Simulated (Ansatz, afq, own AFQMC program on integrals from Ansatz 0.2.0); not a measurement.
**CH3N⁺, doublet in def2-TZVP, levels against CCSDT(Q)**

| atom | x (Å) | y (Å) | z (Å) |
| --- | --- | --- | --- |
| C | -0.0342 | -0.3828 | 0.0369 |
| N | 0.6306 | 0.6593 | -0.2285 |
| H | -1.0973 | -0.4032 | 0.3450 |
| H | 0.4576 | -1.3670 | -0.0355 |
| H | 0.0434 | 1.4937 | -0.1179 |

Connectivity, by distances: CH2–NH.

Basis def2-TZVP. Only valence electrons are correlated. Ansatz 0.2.0 and our own AFQMC program on the same integrals; the CISD trial comes from CCSD amplitudes, and released means the phaseless constraint is let go. Error bars are statistical, one sigma.

Determinant: UHF, the one that the program's search chose, which needn't be the lowest solution. The geometry is a PBE0/def2-SVP stationary point of this or a neighbouring charge and spin state.

No full CI on the walks' own integrals is used here; CCSDT(Q) serves as the reference and is uncertain by about the last step of the cluster series.

Cautions: higher spins were not checked; raised T1 diagnostic (T1 0.044, weight of the determinant 0.85, largest double 0.11); unrestricted determinant spin contaminated (⟨S²⟩ 0.88 against 0.75); released walk and highest rung disagree (by 15 meV at 0.99 1/Eh, later times being noisier).

The T1 diagnostic is 0.0440, the weight of the determinant in the CISD state is 0.850 and the ⟨S²⟩ of the determinant is 0.880. The size of the correlated space is 11 electrons in 78 orbitals.

Reference: CCSDT(Q), correlation energy -9.577 eV. The released energy is read at 0.99 1/Eh, later times being too noisy (meV from the phaseless value at times in 1/Eh: -11 ± 4 at 0.24, -14 ± 4 at 0.51, -18 ± 4 at 0.99, -37 ± 8 at 1.62, 59 ± 61 at 2.40).

```
         level  E − E(reference) (mEh)  share of correlation (%)
            HF                  351.96                      0.00
           MP2                   50.61                     85.62
          CCSD                   16.26                     95.38
       CCSD(T)                    2.28                     99.35
         CCSDT                    0.89                     99.75
 ph-AFQMC/CISD             1.23 ± 0.15                     99.65
released AFQMC             0.57 ± 0.16                     99.84
```

Released energies are given only where the last usable release times agree within the noise; a slower fall can still hide under it.
